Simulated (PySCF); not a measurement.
HBO, BHO, SMILES B=O, point group C∞v.

Force field and properties: B3LYP/pcJ-1 (PySCF, grid level 2). Vibrational terms come from second-order perturbation theory with semi-diagonal cubic constants, by steps of ±0.6 along the normal coordinates of each isotopologue. The parent has the commonest isotopes.

Equilibrium geometry (Å):

```csv
atom,x,y,z
B1,0.0051,0.0410,-0.0165
O2,1.1388,0.4236,-0.0444
H3,-1.0980,-0.3316,0.0107
```

**Question.** How much do zero-point and thermal motion change the parent's shieldings?

**Answer.** 
```json
{"atom": "B1", "σe (ppm)": "85.89", "anharmonic part, 0 K": "-0.32", "harmonic part, 0 K": "-0.56", "Δσ at 0 K": "-0.87", "Δσ at 300 K": "-0.92", "Δσ at 1000 K": "-1.30"}
{"atom": "O2", "σe (ppm)": "30.75", "anharmonic part, 0 K": "-1.78", "harmonic part, 0 K": "-6.96", "Δσ at 0 K": "-8.74", "Δσ at 300 K": "-9.20", "Δσ at 1000 K": "-15.50"}
{"atom": "H3", "σe (ppm)": "29.67", "anharmonic part, 0 K": "-0.06", "harmonic part, 0 K": "-0.43", "Δσ at 0 K": "-0.49", "Δσ at 300 K": "-0.51", "Δσ at 1000 K": "-0.74"}
```

**Question.** And the bond lengths, in the parent and with ²H at 3?

**Answer.** 
```tsv
bond	re (Å)	⟨r⟩ at 0 K	between mean positions	⟨r⟩, labelled
B1–O2	1.1969	1.2014	1.2007	1.2014
B1–H3	1.1646	1.1843	1.1665	1.1789
```

**Question.** How do the spin–spin couplings change (quoted for ¹H, ¹³C, ¹⁵N, ¹⁷O and so on whatever the masses)?

**Answer.** ¹J(B1,O2) -26.9 → -24.6, ¹J(B1,H3) 273.5 → 284.9, ²J(O2,H3) -9.7 → -9.6 Hz (equilibrium → 0 K average).

The study (80 SCF points, 64 basis functions) took 3.1 min on 1 thread of Intel Xeon Platinum 8259CL @ 2.50GHz, on a host shared with other jobs (rough), peak memory 0.37 GiB, launched as `OMP_NUM_THREADS=1 python ens_run.py task.json out`.
